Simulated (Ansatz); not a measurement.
I need the interaction energy of a dimer with the counterpoise correction of CF₂, SMILES F[C]F. Use Ansatz 0.2.0, Python API. Use (for the species named): r2SCAN, def2-SVP basis, multiplicity 1.

```xyz
3

F     0.3969    1.0328    0.3328
C     0.3268   -0.2722    0.1497
F    -0.7238   -0.7606   -0.4825
```

The script, `dimer_cf2.py`:
```python
"""Interaction energy of two CF2 molecules, with the counterpoise correction."""

import ansatz as az
import numpy as np

FIRST = [
    ("F", (0.3969, 1.0328, 0.3328)),
    ("C", (0.3268, -0.2722, 0.1497)),
    ("F", (-0.7238, -0.7606, -0.4825)),
]
SECOND = [
    ("F", (0.6219, 1.0894, -2.3479)),
    ("C", (1.2333, 1.4802, -3.4502)),
    ("F", (2.5487, 1.5867, -3.4329)),
]

def energy(atoms, ghosts=()):
    molecule = az.Crystal.molecule()
    for symbol, xyz in atoms:
        molecule = molecule.atom(symbol, xyz)
    calc = (
        molecule.calculation()
        .basis(gaussian="def2-SVP")
        .functional("r2scan")
    )
    deck = calc.input()
    if ghosts:
        deck = deck.set(az.key.basis.gaussian.ghost_atoms, [{"symbol": s, "position_ang": list(xyz)} for s, xyz in ghosts])
    return az.Session.from_dict(deck).plan().execute().report["free_energy_ev"]

# ghost atoms carry the functions of the partner
direction = np.array([0.3989, 0.3765, -0.8361])
print("shift (A)   counterpoise-corrected interaction (kJ/mol)")
for shift in (-0.3, 0.0, 0.4, 1.0, 2.0):
    moved = [(s, tuple(np.round(np.array(xyz) + shift * direction, 4))) for s, xyz in SECOND]
    gain = energy(FIRST + moved) - energy(FIRST, moved) - energy(moved, FIRST)
    print(f"{shift:8.2f} {96.485332 * gain:14.3f}")
```

```console
$ python dimer_cf2.py
shift (A)   counterpoise-corrected interaction (kJ/mol)
   -0.30          9.654
    0.00          0.667
    0.40         -1.095
    1.00         -0.381
    2.00         -0.026
```

Notes:
- The dimer is a generated trial pose of unrelaxed monomers, not a minimum, so the figure is no binding energy, and the basis set is small.
- This level lacks the dispersion part of the attraction (electrostatics and induction are there), which can decide the sign where the interaction is weak.
- Wall time of the script: 18 s on 1 thread of Intel(R) Xeon(R) 6975P-C (Granite Rapids), on a shared host, peak memory 0.2 GiB.

(Lines on the test bed's own set-up are left out of the output.)
